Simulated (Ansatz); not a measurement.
# Si₂H₄O: vertical ionisation energy

The task here is to estimate one member of a computed series from the others.

Program: Ansatz 0.2.0, Gaussian basis. Level of theory: unrestricted cation, the program's frozen cores in correlated methods. These are calculated values, not measurements.

Plan: UKS PBE-D4/def2-TZVPP; UKS r2SCAN-D4/def2-TZVPP; UKS PBE0-D4/def2-TZVPP; UKS B3LYP-D4/def2-TZVPP; UKS wB97X-V/def2-TZVPP; UKS wB97M-V/def2-TZVPP; UKS B2PLYP/def2-TZVPP; UHF-CCSD(T)/def2-TZVPP; UHF-MP2/def2-QZVPP; extrapolation to the limit; then −ε(HOMO) from the neutral's earlier runs with LDA (SPW92), PBE-D4, revPBE-D4, BLYP-D4, r2SCAN-D4, B97M-V, PBE0-D4, B3LYP-D4, r2SCANh-D4, r2SCAN0-D4, HSE06-D4, BHLYP-D4, CAM-B3LYP-D4, LC-ωPBE, ωB97X-V, ωB97M-V.

**The relaxed structure**

The geometry comes from an earlier relaxation with PBE0-D4 in a triple-zeta def2 set; it is a stationary point, not always the lowest conformer.

7 atoms, charge 0, spin multiplicity 1.

Atoms are counted from 1 here; the program's logs count them from 0.

Bond lengths: O1–Si2 1.645 Å, O1–Si3 1.652 Å, Si2–H5 1.549 Å, Si3–H4 1.486 Å, Si3–H6 1.483 Å, Si3–H7 1.483 Å. Angles: Si2–O1–Si3 142.2°, O1–Si2–H5 97.6°, O1–Si3–H4 109.8°, O1–Si3–H6 108.5°, O1–Si3–H7 108.5°, H4–Si3–H6 110.1°, H4–Si3–H7 110.1°, H6–Si3–H7 109.7°.

Set-up of the first run:

Input file in.yaml:

```yaml
crystal:
  periodic: [false, false, false]
  atoms:
    - {symbol: O, position_ang: [-0.878991, -0.031078, 0.472831]}
    - {symbol: Si, position_ang: [-2.183016, 0.102050, -0.521867]}
    - {symbol: Si, position_ang: [0.772163, -0.075863, 0.462228]}
    - {symbol: H, position_ang: [1.269954, 0.036045, -0.933225]}
    - {symbol: H, position_ang: [-1.410879, 0.206120, -1.861207]}
    - {symbol: H, position_ang: [1.279510, 1.054919, 1.276713]}
    - {symbol: H, position_ang: [1.212460, -1.360194, 1.058927]}
basis:
  gaussian: {orbitals: def2-TZVPP}
total_charge: 1
magnetization: {spin_polarized: true, initial_magnetization: 1}
hamiltonian: {xc: pbe, dispersion: d4}
```

On the command line:

```sh
ansatz run in.yaml --threads 2 --pin off --events-out ev --progress --plain --max-ram 4352MiB
```

Steps of the session up to this table: Cation, UKS PBE-D4/def2-TZVPP; Cation, UKS r2SCAN-D4/def2-TZVPP; Cation, UKS PBE0-D4/def2-TZVPP; Cation, UKS B3LYP-D4/def2-TZVPP; Cation, UKS wB97X-V/def2-TZVPP; Cation, UKS wB97M-V/def2-TZVPP; Cation, UKS B2PLYP (frozen core)/def2-TZVPP; Cation, UHF-CCSD(T)/def2-TZVPP; Cation, UHF-MP2/def2-QZVPP.

One of the session's tables, all rows but one given; the rest of the session is left out.

It belongs to the step «Ionisation energies side by side». For comparison, −ε(HOMO) of the neutral from earlier runs:

```
  functional  −ε(HOMO) (eV)
 LDA (SPW92)           5.53
      PBE-D4           5.47
   revPBE-D4           5.45
     BLYP-D4           5.37
   r2SCAN-D4           5.68
      B97M-V              ?
     PBE0-D4           6.56
    B3LYP-D4           6.39
  r2SCANh-D4           6.08
  r2SCAN0-D4           6.69
    HSE06-D4           6.16
    BHLYP-D4           7.55
CAM-B3LYP-D4           7.86
     LC-ωPBE           9.15
     ωB97X-V           8.84
     ωB97M-V           8.67
```

Estimate the missing values for B97M-V.

The run gave: −ε(HOMO) (eV): 5.81. In the column «−ε(HOMO) (eV)» it lies between r2SCAN-D4 (5.68) and r2SCANh-D4 (6.08).
